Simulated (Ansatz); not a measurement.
A made-up structure of CH6BSi (charge +1), closed shell:

```xyz
9
angstrom
B 0.5033 -0.8951 0.6565
C 0.1588 0.6867 -0.5218
Si -1.2557 0.8525 -0.5981
H -2.6731 0.9364 -0.6138
H 0.6169 0.4488 -1.4924
H 0.6686 1.5370 -0.0470
H 1.6524 -0.9388 0.6493
H -0.0091 -1.7881 0.1443
H 0.0444 -0.6337 1.6781
```

It is relaxed with PBE-D4/def2-SVP and then PBE0-D4/def2-TZVP (Ansatz 0.2.0). Atoms count as bonded within 1.22 times the sum of their covalent radii (H–H: 0.88 Å). The end point is not checked to be a true minimum.

Problem. Does its bonding change? (A judgement: the text doesn't fix the answer.)

Solution. By the calculation: Yes. Formed: B1–C2, B1–Si3, Si3–H8, Si3–H9; broken: none.

Where it ends: The first stage lowers the energy by 5.73 eV in 12 steps. It ends as CH₆BSi ([H]1[BH]23[H][SiH]12[CH2]3), total charge +1:
B1  (0.545, -0.550, 0.395)
C2  (0.571, 0.758, -0.590)
Si3  (-1.096, 0.235, -0.139)
H4  (-2.570, 0.192, -0.056)
H5  (0.900, 0.590, -1.613)
H6  (0.950, 1.682, -0.162)
H7  (1.288, -1.296, 0.931)
H8  (-0.468, -1.286, -0.230)
H9  (-0.414, -0.120, 1.319)
(Å)

Labels in which every atom is bracketed show which atoms are joined, not bond orders.

For scale, one of the runs: PBE0-D4/def2-TZVP relaxation, 135 basis functions, launched by `ansatz run in.yaml --threads 2 --pin off --events-out ev --progress --plain --max-ram 4352MiB`. The run took about 17 s on 2 CPU threads of an Arm Neoverse V2 (shared host).
